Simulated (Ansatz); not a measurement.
**Reading a saddle point**

A first-order saddle point of AlNH$_{4}$O, closed shell, PBE0-D4/def2-TZVP, with one imaginary mode of 1419i cm⁻¹:

```
atom    x (Å)    y (Å)    z (Å)
 Al1  -0.7170   0.5501   0.1269
  N2   0.4196  -0.9008   0.4990
  H3   0.2407   0.1993   1.4968
  O4  -0.4542   1.0970  -1.4702
  H5   0.0476  -1.6330   1.0960
  H6   1.2856  -1.2238   0.0619
  H7  -0.8221   1.9114  -1.8101
```

Computed with Ansatz 0.2.0 (basis: def2-TZVPP and def2-QZVPP); correlated methods freeze the cores. Extrapolation: Hartree–Fock as exp(−7.88 √X), correlation as X^−2.97.

Which contacts change along the imaginary mode, and what lies on either side? (A judgement: the text doesn't fix the answer.)

The calculation gives: The step is AlNH₄O ([NH2][AlH][OH]) → AlHO ([OH][Al]) + NH₃ (still joined by a long Al–N bond), with the molecules in contact on both sides. Shortening one way: N2–H3; lengthening the same way: Al1–N2, Al1–H3.
```tsv
pair	one side (Å)	saddle (Å)	other side (Å)
N2–H3	2.91	1.50	1.01
Al1–N2	1.76	1.88	2.22
Al1–H3	1.58	1.71	2.81
```

Which side is lower, and how far does the saddle lie above each? (To be estimated.)

The calculation gives: The side with Al1–N2, Al1–H3 short is lower by 25.78 kcal/mol; the saddle lies 69.18 kcal/mol above it and 43.40 kcal/mol above the other (CCSD(T) at an estimated basis limit (MP2 extrapolated from triple and quadruple zeta, plus CCSD(T) − MP2 in triple zeta); electronic energies).

No T1 diagnostic of these runs exceeds 0.016. The restricted Hartree–Fock reference is unstable towards an unrestricted one at one or more of these structures. A large double-excitation amplitude points to some diradical character; no triplet was computed.

Labels in which every atom is bracketed show which atoms are joined, not bond orders.

For scale, one of the runs: CCSD(T)/def2-TZVPP, 160 basis functions, launched by `ansatz run in.yaml --threads 2 --pin off --events-out ev --progress --plain --max-ram 4352MiB`. The run took 18 s on 2 CPU threads of an Arm Neoverse V2 (shared host), with 1.2 GiB of host memory at its peak.
